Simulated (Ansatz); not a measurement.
# AlMgH$_{2}$ (H-bridged), quartet in 6-31G: errors against full CI

Geometry: a point of a breathe scan, not a stationary point.

```yaml
atoms:
  - { symbol: Al, position_ang: [0.0000, 0.0633, 1.3760] }
  - { symbol: Mg, position_ang: [0.0000, -0.0016, -1.6582] }
  - { symbol: H, position_ang: [0.0000, -0.3688, 3.1095] }
  - { symbol: H, position_ang: [0.0000, -1.2879, 0.0418] }
```

Basis 6-31G; Ansatz 0.2.0. Only valence electrons are correlated (noble-gas cores frozen), which leaves 7 electrons in 20 orbitals. R marks a restricted (for open shells ROHF) determinant, U an unrestricted one. Active spaces: valence = (7e, 10o) chosen from the atoms' valence shells; pair = (5e, 5o) about the gap. The metal's outer-core shells are frozen, which leaves out core–valence correlation.

Full CI is exact within this basis and frozen core; it isn't the basis-set limit. The frozen core follows each run's orbitals, which can shift R against U totals by a few meV.

For open shells CISD is restricted-active-space CI with the open shells as a complete middle space.

```
UHF ⟨S²⟩                          : 3.755
T1 diagnostic (RCCSD)             : 0.0347
largest doubles amplitude (RCCSD) : 0.050
T1 diagnostic (UCCSD)             : 0.0332
```

```tsv
level	E − E(RHF) (eV)
UHF	-0.0282
RMP2	-1.1305
UMP2	-1.1346
RCCSD	-1.7121
UCCSD	-1.7135
RCCSD(T)	-1.7605
UCCSD(T)	-1.7610
```

**Question.** Estimate how far full CI in 6-31G lies from RCCSD(T). The table doesn't fix it; the size of (T) and the diagnostics are the guide.

**Answer.** Full CI in 6-31G lies 0.68 kcal/mol below RCCSD(T), which is 61 % of the (T) step (-1.12 kcal/mol). T1 is raised, and the rest is a large part of (T).

The other levels:

| level | E − E(full CI) (kcal/mol) | share of correlation (%) | wall time |
| --- | --- | --- | --- |
| CISD | 2.85 | 93.09 | 0.66 s |
| BCCD(T) | 0.70 | 98.29 | 1.1 s |
| RCCSDT | 0.06 | 99.86 | – |
| UCCSDT | 0.04 | 99.90 | – |
| RCCSDT(Q) | 0.01 | 99.97 | 2.9 s |
| UCCSDT(Q) | -0.01 | 100.03 | 2.8 s |
| RCCSDTQ | 0.00 | 100.00 | 20 s |
| CASSCF (pair space) | 29.14 | 29.40 | – |
| NEVPT2 (pair space) | 11.70 | 71.66 | 0.42 s |
| MRCISD (pair space) | 2.27 | 94.49 | – |
| MRCISD+Q (pair space) | 0.53 | 98.72 | 0.76 s |
| CASSCF (valence space) | 7.95 | 80.74 | – |
| NEVPT2 (valence space) | 2.57 | 93.78 | 2.7 s |
| MRCISD (valence space) | 0.33 | 99.19 | – |
| MRCISD+Q (valence space) | 0.23 | 99.45 | 6.5 s |

The correlation energy at full CI, counted from RHF, is -1.790 eV. That run took 16 s on 1 thread of AMD EPYC 7B13, shared host over 1,473,376 determinants.

Times hold each run's SCF and search for its determinant on a shared host, so for small cases they say little of a method's own cost; they ran on 1 thread of AMD EPYC 7B13. Some runs computed forces too.

The full-CI state has the irrep A'' of Cs, in the program's axes.

Natural occupations of full CI about the gap: 1.950 1.934 0.994 0.987 0.977 0.051 0.030 0.028 0.017 0.013; effectively unpaired electrons, Σ n²(2−n)², 3.04.
